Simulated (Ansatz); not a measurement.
Chalcopyrite ZnSnAs2 was calculated with HSE06+SOC (Ansatz, a quantum-chemistry and plane-wave program, plane waves, PAW).

Numerical settings: plane-wave cutoff 460 eV, 6×6×6 k mesh, Fermi–Dirac smearing 0.01 eV, PAW data made under PBE.

Cell (measured lattice):

```cif
data_As8Sn4Zn4
_chemical_formula_sum 'Zn4 Sn4 As8'
_space_group_name_H-M_alt 'I-42d'
_space_group_IT_number 122
_space_group_name_Hall 'I -4 2bw'
_cell_length_a 5.85000
_cell_length_b 5.85000
_cell_length_c 11.70000
_cell_angle_alpha 90.000
_cell_angle_beta 90.000
_cell_angle_gamma 90.000
loop_
_atom_site_label
_atom_site_type_symbol
_atom_site_symmetry_multiplicity
_atom_site_Wyckoff_symbol
_atom_site_fract_x
_atom_site_fract_y
_atom_site_fract_z
_atom_site_occupancy
Zn1 Zn 4 a 0.00000 0.00000 0.00000 1
Sn1 Sn 4 b 0.00000 0.00000 0.50000 1
As1 As 8 d 0.22439 0.25000 0.12500 1
```
(The calculation used a cell of 8 atoms; values per cell refer to that cell.)

**Question.** Predict the band gap.

**Answer.** 
- band gap = 0.61 eV (on the SCF k mesh) (direct)

Measured, for comparison: band gap 0.75 eV (temperature not stated, no zero-point or thermal correction, direct or pseudo-direct at Γ, our sources range from 0.65 to 0.75; as tabulated in Ghosh et al. (2024), arXiv:2401.16805).

Note: cell and atoms aren't relaxed at this level (pressure 1.0 GPa).

Computed values are for the static lattice.
